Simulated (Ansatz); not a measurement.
**How basis sets differ on BN (boron nitride)**

BN: 2 atoms, total charge 0, spin state triplet. As SMILES, `B#N`. The coordinates come from a PBE0-D4/def2-TZVP relaxation.

```xyz
2

B     0.0000    0.0000   -0.0235
N     0.0000    0.0000    1.2919
```

Each level gives the vertical electron affinity (to the doublet anion) (eV). The values are calculated.

The electron affinity is E(neutral) − E(anion): positive where the electron is bound.

| level | kind | program | value (eV) |
| --- | --- | --- | --- |
| UMP2/cc-pVDZ | perturbation theory | Ansatz | 1.74 |
| UMP2/jun-cc-pV(D+d)Z | perturbation theory | Ansatz | 2.27 |
| UMP2/aug-cc-pVDZ | perturbation theory | Ansatz | 2.37 |
| UMP2/cc-pVTZ | perturbation theory | Ansatz | 2.16 |
| UMP2/d-aug-cc-pVDZ | perturbation theory | Ansatz | 2.37 |
| UMP2/jun-cc-pV(T+d)Z | perturbation theory | Ansatz | 2.40 |
| UMP2/aug-cc-pVTZ | perturbation theory | Ansatz | 2.42 |
| UMP2/d-aug-cc-pVTZ | perturbation theory | Ansatz | 2.42 |

The values span 1.74 to 2.42 eV. Spin contamination of the reference (⟨S²⟩ at least 0.1 too high) touches UMP2/cc-pVDZ, UMP2/jun-cc-pV(D+d)Z, UMP2/aug-cc-pVDZ, UMP2/cc-pVTZ, UMP2/d-aug-cc-pVDZ, UMP2/jun-cc-pV(T+d)Z, UMP2/aug-cc-pVTZ, UMP2/d-aug-cc-pVTZ.
